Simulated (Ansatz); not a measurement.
The same path of CH$_{2}$O$_{2}$S (6 atoms, charge 0, multiplicity 1) was run 3 times with different band settings. The coordinate that changes most is the dihedral S4–C2–O3–H6.

Method: RHF/def2-SVP (Ansatz).

Relaxed end points:

```xyz
6
Properties=species:S:1:pos:R:3
O 0.760 0.471 -0.503
C -0.302 -0.123 -0.013
O -0.087 -0.539 1.200
S -1.706 -0.314 -0.822
H 0.582 0.766 -1.388
H 0.795 -0.326 1.480
```

```xyz
6
Properties=species:S:1:pos:R:3
O 0.830 0.603 -0.765
C -0.029 -0.020 -0.018
O 0.502 -0.293 1.134
S -1.565 -0.406 -0.466
H 0.435 0.800 -1.605
H -0.131 -0.748 1.674
```

Common settings: climbing image yes; spring 5.0 eV/Å²; optimiser quadratic models (default); start path IDPP; iteration limit 60; end points relaxed.

| run | movable images | force threshold |
| --- | --- | --- |
| 1 | 9 | 0.05 eV/Å |
| 2 | 3 | 0.05 eV/Å |
| 3 | 9 | 0.2 eV/Å |

Q: What does each run give, and how far can it be trusted?

A: Run 1: converged after 7 iterations, highest image 0.413 eV above the first end. A vibrational analysis at the climbing image gives one clearly imaginary mode, 607i cm⁻¹: a first-order saddle point.
Run 2: converged after 7 iterations, highest image 0.413 eV above the first end. Another band between the same ends (9 images) ends at a top of the same energy, where a vibrational analysis finds 1 clearly imaginary mode. So few images can step over the top or miss a turn of the path.
Run 3: converged after 5 iterations, highest image 0.412 eV above the first end. The threshold of 0.2 eV/Å is loose, so the images may lie well off the minimum-energy path. Another band between the same ends (9 images) ends at a top of the same energy, where a vibrational analysis finds 1 clearly imaginary mode.
